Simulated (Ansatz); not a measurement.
Computed with Ansatz on PBE0-D4/def2-TZVP structures; ΔE is electronic, products minus reactants. CCSD(T)/CBS adds triple-zeta CCSD(T) − MP2 to the extrapolated MP2 energy (def2 sets, frozen cores). Functionals use def2-TZVPP. One conformer a species, not always the lowest.

Reaction (ligand exchange at a P–O bond): `[SiH3]OP` + CH₃NH₂ → `CNP` + `O[SiH3]`

`[SiH3]OP`:

```xyz
8

Si    0.330   -1.152   -0.504
O    -0.062    0.440   -0.324
P    -0.593    1.222    1.023
H     1.711   -1.403   -0.017
H     0.247   -1.448   -1.952
H    -0.618   -2.007    0.258
H    -1.460    2.152    0.381
H     0.443    2.196    1.136
```

CH₃NH₂:

```xyz
7

C     0.474   -0.245   -0.195
N    -0.680    0.598    0.066
H     0.581   -1.116    0.469
H     1.385    0.352   -0.111
H     0.429   -0.614   -1.222
H    -0.652    0.959    1.010
H    -1.537    0.066   -0.018
```

`CNP`:

```xyz
9

C     1.187   -0.290    0.231
N    -0.141   -0.350   -0.344
P    -1.071    1.071   -0.363
H     1.670    0.638   -0.084
H     1.792   -1.122   -0.138
H     1.201   -0.317    1.329
H    -0.620   -1.215   -0.146
H    -2.084    0.644   -1.261
H    -1.935    0.942    0.775
```

`O[SiH3]`:

```xyz
6

O    -1.193   -0.233   -0.405
Si    0.271    0.156    0.241
H    -1.204   -0.777   -1.193
H     1.032   -1.057    0.648
H    -0.018    0.990    1.430
H     1.112    0.921   -0.721
```

```json
{"species": "`[SiH3]OP`", "BLYP energy (Eh)": "-709.13659"}
{"species": "CH₃NH₂", "BLYP energy (Eh)": "-95.85033"}
{"species": "`CNP`", "BLYP energy (Eh)": "-437.80535"}
{"species": "`O[SiH3]`", "BLYP energy (Eh)": "-367.17676"}
```

Task: Work out ΔE.

Result: ΔE = (-437.80535) + (-367.17676) − (-709.13659) − (-95.85033) = 0.00481 Eh = +3.0 kcal/mol. CCSD(T)/CBS gives +2.4 kcal/mol.

Task: What do rigid-rotor, harmonic-oscillator terms from PBE0-D4/def2-TZVP frequencies (298.15 K, 1 bar) make of the CCSD(T)/CBS value? (Estimate.)

Result: Computed: ΔZPE = -0.4 kcal/mol, ΔH = +1.7 kcal/mol, ΔS = -18 J/(mol·K), ΔG = +3.0 kcal/mol. Modes under 50 cm⁻¹ make the entropy rough.

Largest T1 diagnostic among the species: 0.012.

Leaving LDA and LC-ωPBE aside and taking each functional with its dispersion term where it has one, the values, not all of them listed here, spread over 2.4 kcal/mol, from revPBE-D4 to BHLYP-D4. LDA lies −1.4 kcal/mol from PBE without D4. In def2-TZVPP, CCSD(T) changes the Hartree–Fock value by −2.0 kcal/mol (the triples alone add −0.3 kcal/mol) and MP2 by −2.8 kcal/mol.
